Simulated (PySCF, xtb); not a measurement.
water cation (H2O), SMILES O (connectivity only; charge and spin as stated), charge +1, multiplicity 2.

Harmonic wavenumbers (cm⁻¹) from xtb with GFN2-xTB at its own minimum, in rising order: 1009, 2958, 2993.

Q: What does PBE0-D3(BJ)/def2-TZVPD (PySCF 2.14.0) give at its own minimum? (Estimate from the structure and the level; the computed values follow.)

A: 1450, 3372, 3416. Paired by order, the mean absolute difference is 426 cm⁻¹ and the zero-point energies are 9.9 and 11.8 kcal/mol.
